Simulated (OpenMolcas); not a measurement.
**S2F2 (Difluorodisulfane): RPBE/cc-pVTZ**

What is the vertical electron affinity of S2F2 (Difluorodisulfane) at RPBE/cc-pVTZ? 

Program for the calculation: OpenMolcas 26.06.

## 1. The molecule

S2F2: 4 atoms, total charge 0, spin state singlet. As SMILES, `FSSF`. The coordinates come from a PBE0-D4/def2-TZVP relaxation.

Bond lengths: F1–S2 1.631 Å, S2–S3 1.890 Å, S3–F4 1.631 Å. Angles: F1–S2–S3 108.6°, S2–S3–F4 108.6°.

## 2. A single-point energy at RPBE/cc-pVTZ

geom.xyz

```xyz
4

F     -1.783750    -0.199930    -0.621590
S     -0.467670     0.764150    -0.632370
S      1.044990    -0.276390    -0.184720
F      1.206410    -0.287820     1.438680
```

job.input

```
&GATEWAY
  BasLib=$CurrDir
  Coord=geom.xyz
  Basis=cc-pVTZ
  Group=NoSym

&SEWARD

&SCF
  KSDFT=2
  1.0 GGA_X_RPBE
  1.0 GGA_C_PBE
  PrOrbitals=1 1
```

The basis set cc-pVTZ is read from a file made from the Basis Set Exchange's data (not shown).

Command:

```bash
$ export MOLCAS_MEM=1860
$ pymolcas job.input > job.log
```

The log of the run:

```text
--- Start Module: gateway ---
[...]
--- Stop Module: gateway /rc=_RC_ALL_IS_WELL_ ---
--- Start Module: seward ---
[...]
      Basis functions          128
--- Stop Module: seward /rc=_RC_ALL_IS_WELL_ ---
[...]
--- Start Module: scf ---
[...]
       Convergence after  16 Iterations
[...]
::    Total KS-DFT energy                            -996.0582640190
[...]
      Total spin, S                                     0.0000000000
[...]
      Total electronic charge=   50.000000
      Total            charge=   -0.000000
[...]
      Dipole Moment (debye):
      Origin of the operator (angstrom)=    0.0735    0.0621   -0.1040
                   X=  6.2239E-01               Y=  5.2580E-01               Z= -8.8081E-01           Total=  1.1999E+00
      Quadrupole Moment (debye*angstrom):
[...]
--- Stop Module: scf /rc=_RC_ALL_IS_WELL_ ---
[...]
```

Wall time 23 s (1 thread of Arm Neoverse V2, shared host); peak memory 0.88 GiB.

## 3. The doublet anion, same level

geom.xyz is that of step 2.

job.input

```
&GATEWAY
  BasLib
  $CurrDir
  Coord
  geom.xyz
  Basis
  cc-pVTZ
  Group
  NoSym

&SEWARD

&SCF
  UHF
  Charge
  -1
  Spin
  2
  KSDFT
  2
  1.0 GGA_X_RPBE
  1.0 GGA_C_PBE
  PrOrbitals
  1 1
```

The basis set cc-pVTZ is read from a file made from the Basis Set Exchange's data (not shown).

Command:

```bash
$ export MOLCAS_MEM=1860
$ pymolcas job.input > job.log
```

The log of the run:

```text
--- Start Module: gateway ---
[...]
--- Stop Module: gateway /rc=_RC_ALL_IS_WELL_ ---
--- Start Module: seward ---
[...]
      Basis functions          128
--- Stop Module: seward /rc=_RC_ALL_IS_WELL_ ---
[...]
--- Start Module: scf ---
[...]
       Convergence after  31 Iterations
[...]
::    Total KS-DFT energy                            -996.0241990275
[...]
      Total spin, S                                     0.5021057216
[...]
      Total electronic charge=   51.000000
      Total            charge=   -1.000000
[...]
      Dipole Moment (debye):
      Origin of the operator (angstrom)=    0.0735    0.0621   -0.1040
                   X=  6.5400E-02               Y=  5.5228E-02               Z= -9.2461E-02           Total=  1.2600E-01
      Center of Charge (angstrom)
[...]
--- Stop Module: scf /rc=_RC_ALL_IS_WELL_ ---
[...]
```

It took 46 s on 1 thread of Arm Neoverse V2, shared host; peak memory 0.88 GiB.

## 4. Summary of results

Level: RPBE/cc-pVTZ.

| quantity | value |
| --- | --- |
| singlet S2F2: total energy | -996.05826 Eh |
| singlet S2F2: dipole moment | 1.20 D |
| singlet S2F2: HOMO energy | -6.94 eV |
| singlet S2F2: LUMO energy | -2.34 eV |
| singlet S2F2: HOMO–LUMO gap | 4.60 eV |
| doublet anion: total energy | -996.02420 Eh |
| doublet anion: HOMO energy (highest over α and β) | 4.15 eV |
| doublet anion: LUMO energy (lowest over α and β) | 4.32 eV |
| doublet anion: ⟨S²⟩ | 0.754 |
| vertical electron affinity (to the doublet anion) | -0.927 eV |

What this shows: The anion lies 0.93 eV (89.4 kJ/mol) above the neutral: the electron isn't bound at this level, and such a value depends on the basis. Without diffuse functions anions come out too high. Mulliken charges (doublet anion) run from -0.33 on F1 to -0.17 on S3; they depend strongly on the basis. The HOMO (doublet anion) lies at positive energy, 4.15 eV, as semi-local functionals often give for anions; only total energies tell whether the electron is bound.
